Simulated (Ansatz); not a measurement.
**Which is lower?**

Two relaxed structures of C$_{2}$H$_{6}$N (charge +1), singlet (PBE0-D4/def2-TZVP; forces vanish, vibrations not checked).

A:

```tsv
atom	x (Å)	y (Å)	z (Å)
C1	-0.6792	0.6613	-0.9439
N2	0.0122	0.5041	0.1073
C3	0.4962	-0.7623	0.6407
H4	-0.9612	-0.2043	-1.5355
H5	-0.9831	1.6591	-1.2435
H6	0.2617	1.3346	0.6419
H7	0.1694	-1.5761	-0.0026
H8	1.5856	-0.7268	0.6870
H9	0.0985	-0.8897	1.6486
```

B:

C1  (0.022, 0.514, 0.123)
N2  (-0.677, 0.667, -0.938)
C3  (0.485, -0.774, 0.621)
H4  (-0.956, -0.125, -1.509)
H5  (-0.979, 1.584, -1.250)
H6  (0.272, 1.423, 0.669)
H7  (0.181, -1.618, 0.004)
H8  (1.578, -0.741, 0.708)
H9  (0.119, -0.903, 1.647)
(Å)

Program: Ansatz 0.2.0. Basis: def2-TZVPP. Cores are frozen in the correlated methods. B3LYP uses VWN-RPA correlation.

Q: Which structure is lower at CCSD(T), and by how much? (An estimate is asked for; the value comes from the calculation.)

A: By the calculation: B, by 43.4 kJ/mol (electronic energy, against the other). By their contacts, A is C₂H₆N ([CH2][NH][CH3]), total charge +1 and B is C₂H₆N ([CH3][CH][NH2]), total charge +1.

All methods give the same order:

```json
{"method": "PBE-D4", "E(B) − E(A) (kJ/mol)": "-53.4"}
{"method": "r2SCAN-D4", "E(B) − E(A) (kJ/mol)": "-55.9"}
{"method": "PBE0-D4", "E(B) − E(A) (kJ/mol)": "-54.3"}
{"method": "B3LYP-D4", "E(B) − E(A) (kJ/mol)": "-49.7"}
{"method": "wB97M-V", "E(B) − E(A) (kJ/mol)": "-52.3"}
{"method": "HF", "E(B) − E(A) (kJ/mol)": "-48.2"}
{"method": "MP2", "E(B) − E(A) (kJ/mol)": "-45.8"}
{"method": "CCSD", "E(B) − E(A) (kJ/mol)": "-44.0"}
{"method": "CCSD(T)", "E(B) − E(A) (kJ/mol)": "-43.4"}
```

T1 diagnostic: at most 0.014.

Labels in which every atom is bracketed show which atoms are joined, not bond orders.

For scale, one of the runs: CCSD(T)/def2-TZVPP, 177 basis functions, launched by `ansatz run in.yaml --threads 2 --pin off --events-out ev --progress --plain --max-ram 4352MiB`. The run took 21 s on 2 CPU threads of an Arm Neoverse V2 (shared host), with 1.7 GiB of host memory at its peak.
